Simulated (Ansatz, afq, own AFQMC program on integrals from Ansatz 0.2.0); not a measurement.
Two steps: Ansatz 0.2.0 writes the Fock matrix and Cholesky factors of the valence space, and afq projects on them the lowest state that overlaps trial and start.

```yaml
crystal:
  periodic: [false, false, false]
  atoms:
    - {symbol: Zr, position_ang: [0.000000, 0.000000, 0.000000]}
    - {symbol: H, position_ang: [0.000000, 0.000000, 1.858985]}
basis:
  gaussian: {orbitals: def2-TZVP}
magnetization: {spin_polarized: true, initial_magnetization: 3}
correlation: {method: ccsd_t, electrons: outside_noble_gas, hamiltonian_folder: ham}
```

```sh
$ ansatz run in.yaml --threads 1 --pin off --events-out ev --progress --plain --max-ram 16896MiB --backend cuda --devices 0, --max-vram 18GiB
```

Options of the walk:

```
--method phaseless --trial hf --walkers 4000 --populations 20 --least-time 40 --time-step 0.005 --steps-per-block 20 --equilibration-blocks 160 --max-blocks 4000 --target-error 0.0007 --factor-cut 1e-05 --start spin_pure --seed 2555 --taylor-order 6
```

Times are imaginary, in 1/Eh. The walk had a cap of 51 s. With eight or more populations the least sampling time is a fifth of least-time, and the error comes from their spread. Core potentials past Kr, no spin–orbit coupling.

```
orbitals 42  electrons 4 1  factors 317 of 416
reference energy -47.02253397 Eh
CCSD correlation -0.05660197 Eh in 22 cycles, weight of the determinant in the CISD state 0.9455
energy of the start -47.022603 Eh
 block  time / (1/Eh)  mean weight  energy / Eh
     1     0.100  1.0000  -47.032055
     2     0.200  1.0004  -47.039390
     3     0.300  1.0003  -47.045232
     4     0.400  1.0004  -47.049952
     5     0.500  1.0002  -47.054077
     9     0.900  1.0000  -47.064113
    25     2.500  0.9999  -47.076499
    49     4.900  0.9997  -47.079455
    73     7.300  1.0000  -47.079458
    97     9.700  1.0000  -47.080263
   121    12.100  0.9999  -47.079994
   145    14.500  1.0000  -47.080202
   169    16.900  1.0001  -47.079072
   193    19.300  0.9996  -47.077285
   211    21.100  1.0002  -47.080377
   217    21.700  1.0002  -47.079067
   235    23.500  1.0000  -47.079138
error from the spread of 20 populations
energy -47.078771 +/- 0.000343 Eh
(rows thinned)
```

(1) Estimate how long the walk took on 1 × NVIDIA H100 80GB HBM3 with 2 threads of AMD EPYC 7R13 Processor (Zen 3), on a shared host (the card was shared).

The run passed its tests (sampling time, drift between the halves within three errors, error under three times the target), which doesn't prove that it has relaxed.

Against this walk (error 9.3 meV) on the same determinant: CCSD(T) 44.6 meV lower, CCSDT(Q) 60.5 meV lower, CCSDTQ 60.9 meV lower, full CI 61.0 meV lower, a separate phaseless walk with a CISD trial and standard settings 46.5 ± 9.6 meV lower. The error is statistical and leaves out the bias of the constraint. Full CI is exact here, so the walk's 61 meV above it is the walk's own error: the bias of the constraint with this trial.

Cautions: constraint bias not in the error; no spin-orbit coupling; outer-core shells of the metal frozen; lower spins were not checked.

## Answers

(1) 32 s of wall time.

CCSDT and higher add their correlation energy to the determinant of the CCSD(T) run, since their own runs factorise the integrals more tightly (a shift of under 2 meV).
